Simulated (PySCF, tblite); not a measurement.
Isomers of C5H5O (doublet state), one GFN2-xTB conformer each. Single-point energies are computed at B3LYP/pcH-1 (PySCF, gas phase, no added dispersion term), electronic only. GFN2-xTB treats the open shell by occupation alone, and not every SCF solution was tested for stability.

Problem. Rank them by B3LYP/pcH-1 energy, lowest first (kcal/mol).
A. `[H]/[C:1]=[CH:2]\[CH2:3][CH:4]=[C:5]=[O:6]` (doublet state) with C1–C2–C3–C4 116°, C2–C3–C4–C5 96°
B. `[CH2:1][C:2](=[C:3]=[O:4])[CH:5]=[CH2:6]` (doublet state) with H–C1–C2–C3 180° and 0°, C1–C2–C5–C6 0°

Solution. B (0.0), A (24.9).

GFN2-xTB itself gives, in the same order: 0.0, 25.4. Both levels put the same isomer lowest.

Problem. What happens when harmonic zero-point energies from GFN2-xTB frequencies are added?

Solution. 
```csv
SMILES,ZPE (kcal/mol),electronic (kcal/mol),with ZPE (kcal/mol)
[CH2]C(=C=O)C=C,49.6,0.0,0.0
[H]/[C]=C\CC=C=O,49.3,24.9,24.6
```

The zero-point energies span 0.3 kcal/mol. The order is unchanged.
